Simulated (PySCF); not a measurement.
## Which determinant of BC lies lowest?

Unrestricted PBE0; basis B 6-31G(d,p), C 6-31G(d,p); no relativity; PySCF 2.14. Outer shells of the fragments: B 2s2 2p1; C 2s2 2p2.

Followed along the bond (rough minima from three points):

```csv
2Ms+1,unpaired,⟨S²⟩ at the start,R at minimum (Å),Te (eV)
4,"σ ↑, π ↑↑",3.75,1.49,0.00
2,"σ ↓, π ↑↑",1.77,1.50,0.39
2,"σ ↑, π ↑↓",1.76,1.50,0.52
2,π ↑,1.56,1.40,0.62
2,σ ↑,0.76,1.51,1.52
```

Solutions found at the starting distance of 1.525 Å, counted from the lowest of them; the search is not exhaustive and high or unbound solutions are not listed, so other states can lie among these:

| 2Ms+1 | unpaired | term | E (eV) | ⟨S²⟩ | ⟨Lz²⟩ | μ (D) |
| --- | --- | --- | --- | --- | --- | --- |
| 4 | σ ↑, π ↑↑ | ⁴Σ⁻ | 0.00 | 3.75 | 0.00 | -1.20 |
| 2 | σ ↓, π ↑↑ | mixed | 0.38 | 1.77 | 0.00 | -1.18 |
| 2 | σ ↑, π ↑↓ | mixed | 0.51 | 1.76 | 2.01 | -1.17 |
| 2 | π ↑ | mixed | 0.92 | 1.56 | 1.00 | -0.93 |
| 2 | σ ↑ | mixed | 1.51 | 0.76 | 2.00 | -1.15 |
| 4 | σ ↑↑, π ↑ | ⁴Π | 1.60 | 3.75 | 1.01 | -0.66 |
| 2 | π ↑ | ²Π | 2.41 | 0.75 | 1.00 | 1.00 |
| 4 | π ↑↑↑ | ⁴Π | 4.40 | 3.77 | 1.00 | -1.01 |

A term symbol is given only where ⟨S²⟩ and ⟨Lz²⟩ are close to those of a pure state; real π, δ and φ orbitals otherwise mix terms. A positive dipole means B(−)C(+).
